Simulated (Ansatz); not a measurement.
Geometry optimisation, RKS BLYP/def2-SVP (Ansatz 0.2.0).

Input:

```yaml
crystal:
  periodic: [false, false, false]
  atoms:
    - { symbol: C, position_ang: [-0.5373, -0.4038, -1.4231] }
    - { symbol: C, position_ang: [0.0724, 0.381, -0.2735] }
    - { symbol: C, position_ang: [0.3116, -0.5338, 0.9159] }
    - { symbol: "N", position_ang: [1.3135, -1.6276, 0.5835] }
    - { symbol: C, position_ang: [-0.8028, 1.5455, 0.1451] }
    - { symbol: F, position_ang: [-0.163, 2.2736, 1.132] }
    - { symbol: H, position_ang: [0.0882, -1.15, -1.8184] }
    - { symbol: H, position_ang: [-0.7553, 0.3436, -2.2704] }
    - { symbol: H, position_ang: [-1.5298, -0.7961, -1.0846] }
    - { symbol: H, position_ang: [1.0374, 0.7942, -0.5927] }
    - { symbol: H, position_ang: [0.7846, 0.0383, 1.7692] }
    - { symbol: H, position_ang: [-0.5787, -0.9436, 1.3211] }
    - { symbol: H, position_ang: [2.14133, -1.14363, 0.35532] }
    - { symbol: H, position_ang: [0.98491, -2.16391, -0.09721] }
    - { symbol: H, position_ang: [-1.7646, 1.1995, 0.5732] }
    - { symbol: H, position_ang: [-0.9921, 2.2717, -0.6502] }
basis:
  gaussian: { orbitals: def2-SVP }
hamiltonian:
  xc: blyp
relax:
  f_tol: 0.015
  max_steps: 40
```

Run as:

```bash
$ ansatz run input.yaml --threads 2 --pin off --max-ram 3072MiB --backend cpu --events-out ev --progress --plain --runs-dir out
```

Problem. Where does it end, and by what steps?

Solution. The forces met the threshold. After 6 steps the energy has fallen by 0.690 eV; H13 moved furthest, 0.14 Å.

```tsv
step	energy less start (eV)	largest force component (eV/Å)	accepted
0	0.0000	5.545	yes
1	-0.6051	1.373	yes
2	-0.6110	0.650	yes
3	-0.6849	0.191	yes
4	-0.6896	0.111	yes
5	-0.6904	0.016	yes
6	-0.6904	0.008	yes
```

```xyz
16
Properties=species:S:1:pos:R:3
C -0.597 -0.334 -1.456
C 0.066 0.402 -0.273
C 0.388 -0.546 0.923
N 1.354 -1.626 0.691
C -0.812 1.578 0.177
F -0.178 2.315 1.189
H 0.035 -1.178 -1.798
H -0.752 0.334 -2.328
H -1.586 -0.752 -1.169
H 1.031 0.836 -0.623
H 0.762 0.080 1.759
H -0.563 -1.003 1.280
H 2.248 -1.240 0.355
H 1.025 -2.261 -0.049
H -1.786 1.213 0.577
H -1.021 2.267 -0.670
```

Whether the end is a true minimum wasn't checked by a vibrational analysis.

Time of the run: 20 s on 2 threads of Arm Neoverse V2, with other jobs on the host, peak memory 0.17 GiB.
